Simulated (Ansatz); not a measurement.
# P₃ (sextet): one geometry, many settings

One table from this session's results is given with a row withheld; the runs are named, their logs left out.

Program: Ansatz 0.2.0, Gaussian basis. Level of theory: the settings change from run to run. These are calculated values, not measurements.

24 further runs of the same task are left out: 9 that didn't finish, 15 set aside as unsound or not needed. Runs told in other sessions of the task aren't counted.

## The geometry

The geometry is a PBE0/def2-TZVP stationary point (not a proven minimum) of the parent state, kept for this charge and spin.

3 atoms, charge 0, spin multiplicity 6.

Atoms are counted from 1 here; the program's logs count them from 0.

Bond lengths: P1–P2 2.056 Å, P2–P3 2.056 Å. Angles: P1–P2–P3 107.7°.

The first run:

Input file in.yaml:

```yaml
crystal:
  periodic: [false, false, false]
  atoms:
    - {symbol: P, position_ang: [0.000000, -0.404315, 1.659704]}
    - {symbol: P, position_ang: [0.000000, 0.808631, 0.000000]}
    - {symbol: P, position_ang: [0.000000, -0.404315, -1.659704]}
basis:
  gaussian: {orbitals: cc-pVDZ}
magnetization: {spin_polarized: false, initial_magnetization: 5}
hamiltonian: {xc: hf}
output: {forces: true, orbitals: {seedname: orbitals}}
```

The run is started by

```console
$ ansatz run in.yaml --threads 1 --pin off --events-out ev --progress --plain --max-ram 2393MiB
```

Among the steps run: HF (ROHF)/cc-pVDZ; CCSD on ROHF/cc-pVDZ; CCSD(T) on UHF/cc-pVDZ; CCSD/cc-pVDZ; CCSD on UHF/cc-pVDZ.

One table of the session follows, with a row left open; its other results are not shown here.

| level | from UCCSDT(Q) (meV) |
| --- | --- |
| HF (ROHF)/cc-pVDZ | 8498.6 |
| CCSD on ROHF/cc-pVDZ | 340.9 |
| CCSD(T) on UHF/cc-pVDZ | 67.9 |
| CCSD/cc-pVDZ (on PBE orbitals) | 566.1 |
| CCSD on UHF/cc-pVDZ | ? |

Estimate the missing values for CCSD on UHF/cc-pVDZ.

As computed: from UCCSDT(Q) (meV): 330.8. In the column «from UCCSDT(Q) (meV)» it lies between CCSD(T) on UHF/cc-pVDZ (67.9) and CCSD on ROHF/cc-pVDZ (340.9).

Caveats from the session: Where basis and cores are those of an earlier UCCSDT(Q)/cc-pVDZ run (-27821.2675 eV), and the records show the same count of frozen orbitals and kind of state, the miss against it is given; a blank cell means that this couldn't be shown. Hartree-Fock, CASSCF and CASCI lack dynamic correlation by design.
